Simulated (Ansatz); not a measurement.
Basis-set extrapolation for `C1CCSCC1` (PBE0-D4/def2-TZVP geometry, frozen core, Ansatz 0.2.0). Multiplicity 1, RHF reference.

|  | def2-TZVPP | def2-QZVPP |
| --- | --- | --- |
| HF | -592.781968 | -592.802233 |
| MP2 correlation | -1.038537 | -1.107909 |
| CCSD(T) correlation | -1.147590 | not run |

Energies in hartree. Use E(X) = E(∞) + A·exp(−7.88·√X) for Hartree–Fock and E(X) = E(∞) + B·X^(−2.97) for correlation, with X = 3 and 4, and add CCSD(T) minus MP2 of the smaller set to the MP2 limit.

Q: What is the CCSD(T) energy at the basis-set limit?

A: HF limit: -592.802233 + (-0.020265) × 0.13774 = -592.80502. MP2 limit: -1.107909 + (-0.069372) × 0.74074 = -1.15930. Higher-order term: -1.147590 − (-1.038537) = -0.10905. Total: -594.07337 hartree, 377.6 kJ/mol below CCSD(T)/def2-TZVPP.
